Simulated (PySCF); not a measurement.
Bonds (- single, = double, # triple, : aromatic): C1-C2, C2-C3, C3-C4, C4-C5, C5=O6. C1 carries H7, H8, H9; C2 carries H10, H11; C3 carries H12, H13; C4 carries H14, H15; C5 carries H16.

GIAO shifts from PySCF on PBE0-D3(BJ)/def2-SVP geometries (one conformer, non-relativistic, equivalent nuclei averaged), against TMS at the same level and in the same medium; PCM means IEF-PCM chloroform.

Measured (solution, not stated per compound (mostly CDCl3 or CCl4); Pretsch, Buehlmann, Badertscher, Structure Determination of Organic Compounds, 4th ed. (2009)): H14/H15 2.42, H12/H13 1.59, H10/H11 1.35, H7/H8/H9 0.93 ppm.

Question: Which unscaled values do B3LYP/pcSseg-2, gas; PBE0/pcSseg-1, PCM; WP04/pcSseg-1, PCM; wB97X-D/pcSseg-1, PCM give, and how close are they?

Answer: 
```
   atoms  measured  B3LYP/pcSseg-2, gas  PBE0/pcSseg-1, PCM  WP04/pcSseg-1, PCM  wB97X-D/pcSseg-1, PCM
 H14/H15      2.42                 2.41                2.48                2.41                   2.44
 H12/H13      1.59                 1.51                1.25                1.29                   1.22
 H10/H11      1.35                 1.21                1.13                1.09                   1.09
H7/H8/H9      0.93                 1.04                1.03                1.00                   1.04
```

Mean absolute error for 1H: B3LYP/pcSseg-2, gas 0.08, PBE0/pcSseg-1, PCM 0.18, WP04/pcSseg-1, PCM 0.16, wB97X-D/pcSseg-1, PCM 0.19 ppm.
